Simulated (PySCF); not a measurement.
Which setting was changed?

Settings: PySCF, density fitting, no solvent, no relativity; the PBE0-D3(BJ)/def2-TZVP geometry of a molecule is the same in every run. Shieldings use GIAOs. Starting from B97-2/pcSseg-2, one thing was changed at a time: the functional to wB97X-D, the functional to KT3, the functional to PBE0.

Changes against B97-2/pcSseg-2 in 4 molecules:

```json
{"molecule": "FC(F)(F)Cl", "changed to": "wB97X-D", "mean 13C shielding (ppm)": "-0.4", "HOMO energy (eV)": "-2.20"}
{"molecule": "FC(F)(F)Cl", "changed to": "KT3", "mean 13C shielding (ppm)": "-1.7", "HOMO energy (eV)": "+1.15"}
{"molecule": "FC(F)(F)Cl", "changed to": "PBE0", "mean 13C shielding (ppm)": "-0.7", "HOMO energy (eV)": "-0.28"}
{"molecule": "C[PH](C)=O", "changed to": "wB97X-D", "mean 13C shielding (ppm)": "+0.2", "HOMO energy (eV)": "-2.19"}
{"molecule": "C[PH](C)=O", "changed to": "KT3", "mean 13C shielding (ppm)": "-2.0", "HOMO energy (eV)": "+1.08"}
{"molecule": "C[PH](C)=O", "changed to": "PBE0", "mean 13C shielding (ppm)": "+0.3", "HOMO energy (eV)": "-0.29"}
{"molecule": "FCCCl", "changed to": "wB97X-D", "mean 13C shielding (ppm)": "+0.9", "HOMO energy (eV)": "-2.17"}
{"molecule": "FCCCl", "changed to": "KT3", "mean 13C shielding (ppm)": "-2.5", "HOMO energy (eV)": "+1.03"}
{"molecule": "FCCCl", "changed to": "PBE0", "mean 13C shielding (ppm)": "+0.5", "HOMO energy (eV)": "-0.26"}
{"molecule": "C[C@@H](F)Cl", "changed to": "wB97X-D", "mean 13C shielding (ppm)": "+0.8", "HOMO energy (eV)": "-2.18"}
{"molecule": "C[C@@H](F)Cl", "changed to": "KT3", "mean 13C shielding (ppm)": "-3.0", "HOMO energy (eV)": "+1.04"}
{"molecule": "C[C@@H](F)Cl", "changed to": "PBE0", "mean 13C shielding (ppm)": "+0.4", "HOMO energy (eV)": "-0.27"}
```

For `CC[PH](=O)CC` the B97-2/pcSseg-2 run gave mean 13C shielding 168.4 ppm, HOMO energy -7.31 eV. The changed runs lost their labels:

| run | mean 13C shielding (ppm) | HOMO energy (eV) |
| --- | --- | --- |
| A | 169.4 | -7.60 |
| B | 165.4 | -6.25 |
| C | 169.6 | -9.48 |

**Question.** Which run belongs to which change?

**Answer.** A: PBE0; B: KT3; C: wB97X-D.

```csv
run,"change of mean 13C shielding (ppm), here / mean of the others","change of HOMO energy (eV), here / mean of the others",next best match
A,+1.0 / +0.1,-0.29 / -0.27,KT3
B,-3.0 / -2.3,+1.06 / +1.08,PBE0
C,+1.2 / +0.4,-2.17 / -2.18,PBE0
```

Each run is given to the change whose mean effect on the other molecules lies nearest, every quantity measured in units of its scatter between molecules.

**Question.** Would one quantity have been enough? Give each run to the change with the nearest mean effect on that quantity alone.

**Answer.** HOMO energy: 3 of 3 runs rightly; mean 13C shielding: 2 of 3 runs rightly.

Only sets that this rule tells apart clearly are shown.
